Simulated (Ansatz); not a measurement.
`[SiH3][AlH][PH2]`, relaxed with RKS PBE-D4/def2-SVP in Ansatz 0.2.0 from a rough embedded geometry. The force threshold is 0.03 eV/Å; the program also tests the step.

Charge 0, multiplicity 1.

Start:

```xyz
9

Si   -1.012   -1.424   -0.124
Al   -0.133    0.598    0.515
P     2.085    1.077    0.024
H    -0.944   -1.584   -1.533
H    -2.453   -1.558    0.272
H    -0.276   -2.574    0.553
H    -1.060    1.691    1.280
H     1.833    1.260   -1.351
H     1.961    2.514    0.364
```

Task: By how much does the energy fall, and how many steps does the optimiser take? (Best estimate.)

Result: Ansatz gave: 0.31 eV, in 7 steps, 1 of them rejected.

Task: Which bonds change most? (Best estimate.)

Result: The calculation gave: Si1–Al2 from 2.296 to 2.462 Å; Si1–H4 from 1.420 to 1.510 Å; P3–H9 from 1.482 to 1.440 Å; P3–H8 from 1.411 to 1.440 Å.

Task: Give the relaxed structure. (Best estimate.)

Result: Computed: 
```xyz
9

Si   -1.053   -1.420   -0.157
Al   -0.145    0.713    0.671
P     2.069    1.265    0.142
H    -0.808   -1.580   -1.638
H    -2.533   -1.582    0.083
H    -0.356   -2.574    0.526
H    -0.933    1.646    1.711
H     1.961    0.874   -1.240
H     1.798    2.659   -0.099
```
